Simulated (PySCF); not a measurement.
Gas-phase reaction: Cl2 + C2H5 = CH2Cl + CH3Cl

Method: PySCF energies plus ideal-gas RRHO corrections (1 bar). S°(298 K) at PBE0/def2-TZVP differs from the NASA 1993 table for C2H5 (+9 J/mol/K); whether the harmonic model or the table's entry is off was not settled. † marks an energy on the PBE0/def2-TZVP geometry and frequencies; other levels use their own. CCSD(T) freezes the core. 6-31G* has spherical d functions here. Open shells (unrestricted): C2H5 (multiplicity 2), CH2Cl (multiplicity 2); the rest are closed-shell singlets. CH2Cl: computed as isolated molecules; such fragments, hydroxides, amides, oligomers or adducts are transient or little studied in the gas. CCSD(T) isn't extrapolated to the basis-set limit; its ΔH°(298 K) is -91.4 kJ in def2-SVP and -93.4 kJ in def2-TZVPP. The harmonic model lacks anharmonicity and excited electronic states, which grow with temperature; levels with a mode under 35 cm⁻¹ are left out. Internal rotation in C2H5 is treated as a harmonic vibration of one conformer, which makes the entropy rough. Warning, point group unlike the PBE0 one: CH2Cl (HF/6-31G*).

| level | ΔE electronic, kJ | ΔH°(298 K), kJ | ΔS°(298 K), J/K | ΔG°(1400 K), kJ |
|---|---|---|---|---|
| CCSD(T)/def2-SVP† | -91 | -91 | 1 | -90 |
| HF/6-31G* | -117 | -115 | 5 | -118 |
| M06-2X/def2-TZVP† | -89 | -89 | 1 | -87 |
| PBE/def2-SVP | -87 | -87 | 3 | -87 |
| PBE0/def2-QZVP† | -88 | -89 | 1 | -87 |
| PBE0/def2-SVP† | -93 | -93 | 1 | -92 |
| PBE0/def2-TZVP | -89 | -89 | 1 | -87 |
| LDA/def2-TZVP† | -88 | -88 | 1 | -86 |
| ωB97M-V/def2-TZVP† | -89 | -89 | 1 | -87 |
| ωB97X-V/def2-TZVP† | -94 | -94 | 1 | -92 |
ΔH° is lowest at HF/6-31G* and highest at PBE/def2-SVP. No reference value is set beside these.
